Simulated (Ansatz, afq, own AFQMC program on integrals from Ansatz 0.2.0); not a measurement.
## C₂H, doublet: AFQMC among the cluster methods

```
atom   x (Å)   y (Å)    z (Å)
   C  0.0000  0.0000   0.0447
   C  0.0000  0.0000  -1.1555
   H  0.0000  0.0000   1.1107
```

Connectivity, by distances: CH–C.

Basis 6-31G. Only valence electrons are correlated. Integrals, coupled cluster, full CI and functionals: Ansatz 0.2.0; the random walks run on the same integrals in our own AFQMC program. The CISD trial takes its coefficients from CCSD amplitudes. Released means that phaseless walkers are propagated on without the constraint, phases kept. Error bars are statistical, one sigma.

Determinant: ROHF, the one that the program's search chose, which needn't be the lowest solution. The geometry is a point of a scan.

Full CI on the same integrals is exact in this basis and with this determinant's frozen core.

Cautions: a spin-contaminated unrestricted determinant lies lower (UHF 530 meV lower, ⟨S²⟩ 1.20); the released energies have errors that jump between times, so the bars are unsure, so no released level is given (meV from the phaseless value at times in 1/Eh: -3 ± 3 at 0.24, 37 ± 43 at 0.51, -34 ± 22 at 0.99, -17 ± 3 at 1.62, -17 ± 4 at 2.40), though the last usable value meets full CI within the noise; the ph-AFQMC/HF walk drifts between its halves (2.5 errors).

```
T1 diagnostic                               : 0.0302
weight of the determinant in the CISD state : 0.875
size of the correlated space                : 9 electrons in 18 orbitals
```

```csv
level,correlation energy (eV)
MP2,-4.5518
CCSD,-5.0638
CCSD(T),-5.2205
```

(1) Estimate where full CI lies against CCSD(T) on the same integrals.

(1) 1.43 mEh below CCSD(T).

Reference: full CI, correlation energy -5.259 eV.

```json
{"level": "CCSD(T)", "E − E(reference) (mEh)": "1.43", "share of correlation (%)": "99.26"}
{"level": "CCSDT", "E − E(reference) (mEh)": "1.06", "share of correlation (%)": "99.45"}
{"level": "CCSDT(Q)", "E − E(reference) (mEh)": "0.03", "share of correlation (%)": "99.98"}
{"level": "CCSDTQ", "E − E(reference) (mEh)": "0.11", "share of correlation (%)": "99.94"}
{"level": "ph-AFQMC/HF", "E − E(reference) (mEh)": "11.07 ± 0.90", "share of correlation (%)": "94.27"}
{"level": "ph-AFQMC/CISD", "E − E(reference) (mEh)": "0.92 ± 0.17", "share of correlation (%)": "99.52"}
```

CCSDT and higher add their correlation energy to the determinant of the CCSD(T) run, since their own runs factorise the integrals more tightly (a shift of under 2 meV). A walk keeps the symmetry of its determinant, which the program's search chose and which needn't be the lowest solution, so a lower state of the same spin and another symmetry isn't excluded.
